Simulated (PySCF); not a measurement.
# C3, singlet: computed properties

Computed with PBE in PySCF with C def2-TZVP; no relativity; density-fitted integrals.

The structure is a minimum.

* Point group: D∞h
* Bond lengths: C–C 1.301 Å (×2)
* Bond angles: C–C–C 180.0°
* Rotational symmetry number: 2
* Principal quadrupole moments (Buckingham, traceless) about the centre of mass: -6.37, 3.18, 3.18 D Å
* Enthalpy at 298.15 K above 0 K: 13.14 kJ/mol
* Principal polarisabilities: 22.9, 22.9, 50.1 bohr³
* Highest occupied level: -7.93 eV
* Entropy at 298.15 K and 1 bar: 249.4 J/(mol K)
* Rotational constants: 0.4148 cm⁻¹
* Zero-point energy: 20.0 kJ/mol
* Lowest empty level: -5.54 eV
* Dipole moment: 0.00 D
* Atomisation energy without zero-point energy: 1439 kJ/mol
* Heat capacity Cp at 298.15 K: 46.6 J/(mol K)

Harmonic modes (masses in u: C 12.000):
```tsv
symmetry	ω (cm⁻¹)	IR (km/mol, summed over degenerate members)	type
πu	47	42.6	bend
σg+	1189	0.0	stretch
σu+	2069	745	stretch
```

In D∞h the vibrations span πu + σg+ + σu+. The σg+ mode carries no infrared intensity, as symmetry demands. With a centre of inversion only u modes can be infrared active and only g modes Raman active.

Charges (e):
```json
{"atom": "C1", "Mulliken": "0.24", "Löwdin": "-0.23", "polar tensor": "-0.55", "Mayer order to C1": "–"}
{"atom": "C2,3", "Mulliken": "-0.12", "Löwdin": "0.12", "polar tensor": "0.27", "Mayer order to C1": "1.50"}
```
Other Mayer orders above 0.3: C–C 0.54.

Mulliken populations on C1: s 3.12, p 2.58, d 0.04, f 0.01.

Only a few start shapes were tried, so a lower isomer may exist.

The final relaxation and frequency run took 7 s on 2 threads of a shared Arm Neoverse V1 host, with 93 basis functions and 6 gradients; the process peaked at 0.77 GiB.
